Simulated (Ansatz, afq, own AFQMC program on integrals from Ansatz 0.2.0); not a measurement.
# Atomization energy of SiGeH, doublet

```yaml
atoms:
  - { symbol: Si, position_ang: [0.0000, -0.0368, 1.6490] }
  - { symbol: Ge, position_ang: [0.0000, -0.0037, -0.6463] }
  - { symbol: H, position_ang: [0.0000, 1.2915, 0.6314] }
```

Connectivity, by distances: Si–Ge, 1 bridging H.

Atoms in their ground-state spins without spin–orbit coupling (mostly on UHF) minus the molecule (UHF), without zero-point energy. The geometry is a stationary point, not shown to be a minimum.

Basis aug-cc-pVDZ. Noble-gas cores (and the filled d shells of Ga–Kr and In–Xe) are frozen. Integrals, coupled cluster, full CI and functionals: Ansatz 0.2.0; the random walks run on the same integrals in our own AFQMC program. ph-AFQMC/CISD is guided by a CISD state made of CCSD amplitudes; releasing the constraint for a short imaginary time cuts its bias at the price of noise, slowly where states lie close. ± is one standard error of the sampling. No spin–orbit coupling. The errors of all members are added in quadrature.

No full CI on the walks' own integrals is used here; CCSDT(Q) serves as the reference and is uncertain by about the last step of the cluster series. Each member takes its own surest rung, up to full CI.

The best estimate is CCSD(T) at the basis-set limit (CBS: def2-TZVPP and def2-QZVPP, with their diffuse functions for anions and beside diffuse sets, CCSD(T) itself extrapolated) plus the step from CCSD(T) to CCSDT(Q) in aug-cc-pVDZ. Rows without CBS are in aug-cc-pVDZ, the functionals in def2-TZVP; B2PLYP and the wave-function rows carry a basis error of their own. Core correlation and relativity beyond core potentials are missing, and ± holds the sampling alone.

Cautions: inner d shell frozen; no relativity below Rb; no spin-orbit coupling; SiGeH (doublet): the released energies are still falling, so no released level is given (meV from the phaseless value at times in 1/Eh: -8 ± 4 at 0.24, -12 ± 3 at 0.51, -16.7 ± 2.5 at 0.99, -27 ± 7 at 1.62, -31 ± 6 at 2.40), though the last usable value meets CCSDT(Q) within the noise, its ph-AFQMC/CISD value lies 28 ± 4 meV above CCSDT(Q); other spins of the molecule weren't checked.

```json
{"level": "B3LYP", "atomization energy (kcal/mol)": "142.7"}
{"level": "PBE", "atomization energy (kcal/mol)": "148.5"}
{"level": "HF", "atomization energy (kcal/mol)": "80.9"}
```

Problem. From these cheaper values, estimate the atomization energy at the level of the best estimate.

Solution. 142.8 kcal/mol (best estimate, highest rung CCSDT(Q)).

```
        level  atomization energy (kcal/mol)  error against the best estimate (kcal/mol)
          MP2                          124.0                                       -18.9
         CCSD                          121.5                                       -21.4
      CCSD(T)                          125.8                                       -17.0
        CCSDT                          126.2                                       -16.6
     CCSDT(Q)                          126.6                                       -16.2
ph-AFQMC/CISD                    126.1 ± 0.1                                 -16.7 ± 0.1
       HF/CBS                           84.5                                       -58.3
      MP2/CBS                          139.3                                        -3.5
  CCSD(T)/CBS                          142.1                                        -0.8
       r2SCAN                          147.1                                         4.3
         PBE0                          143.3                                         0.4
      wB97M-V                          144.3                                         1.5
       B2PLYP                          140.0                                        -2.8
```

Correlation beyond CCSD(T) adds 0.8 kcal/mol. Going to the basis-set limit adds 16.3 kcal/mol at CCSD(T). The perturbative (T) step is worth +4.3 kcal/mol.

Best estimates are given only where the step beyond CCSD(T) is under 0.3 eV and no member's determinant is very poor (T1 over 0.05, or 0.07 for open shells, ⟨S²⟩ too high by 0.3, two states mixed), so the hardest cases are missing from such tables.

The functionals ran in a triple-zeta set and keep a basis error of their own, a few kJ/mol for each bond in atomization energies and more for double hybrids, so close places among them and the extrapolated levels can swap.

CCSDT and higher add their correlation energy to the determinant of the CCSD(T) run, since their own runs factorise the integrals more tightly (a shift of under 2 meV). Each member of a difference takes its own highest rung, so a best estimate needn't equal the limit plus the step of one row. A walk keeps the symmetry of its determinant, which the program's search chose and which needn't be the lowest solution, so a lower state of the same spin and another symmetry isn't excluded.
